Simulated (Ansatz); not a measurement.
System: diamond-structure Ge. Method: r²SCANh in Ansatz (PAW).

Settings: plane-wave cutoff 600 eV, 8×8×8 k mesh, scalar-relativistic PAW data made under PBE.

Computed at the level's own relaxed cell.

Hill averages of the elastic tensor: K = 75.3 GPa, G = 58.1 GPa. Volume 22.644 Å³/atom, mean atomic mass 72.640 u.

Q: Work out the density, the sound velocities of a polycrystal and the elastic Debye temperature at this level.

A: ρ = 1.66054 × 72.640/22.644 = 5.327 g/cm³. v_l = √[(K + 4G/3)/ρ] = 5.355 km/s and v_t = √(G/ρ) = 3.303 km/s. The mean follows from 3/v_m³ = 1/v_l³ + 2/v_t³: v_m = 3.644 km/s. Θ_D = (ħ/k_B) v_m (6π²/V)^(1/3) = 76.38 K Å s/km × 3.644 × 1.3777 Å⁻¹ = 383 K, counting all atoms of the cell.

Ansatz is a first-principles code.
